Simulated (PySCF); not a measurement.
Threshold energies of NO in a plasma

r²SCAN in PySCF with aug-cc-pVDZ(-PP) on every atom, for the lowest determinant that a PBE0 search found; no spin–orbit coupling.

```csv
species,state (unpaired electrons),Re (Å),ωe (cm⁻¹),energy of the minimum from the neutral (eV),De (eV),dissociates to
NO,doublet (π ↑),1.156,1959,0.00,6.48,N + O
NO⁺,singlet (closed shell),1.070,2448,9.68,10.52,N + O⁺
```

**Question.** Work out the lowest energy to break NO into atoms, from its vibrational ground state.

**Answer.** D0 = De − ωe/2 = 6.48 − 0.12 = 6.36 eV (r²SCAN/aug-cc-pVDZ(-PP)).

**Question.** Work out the ionisation energy of the O atom at this level and the threshold of dissociative ionisation.

**Answer.** IE(O) = 9.68 + 10.52 − 6.48 = 13.72 eV, so N + O⁺ + e⁻ appears at D0 + IE(O) = 20.08 eV (r²SCAN/aug-cc-pVDZ(-PP)). The measured IE(O) is 13.618 eV (NIST ASD).

These are thermodynamic thresholds; the onsets seen under electron impact lie higher where the geometry changes, and cross-sections peak well above them.

For an ion De counts to the pair picked by the measured ionisation energies or electron affinities, which need not be the lowest pair at this level. States were picked by a PBE0 search and need not be the measured ground states.
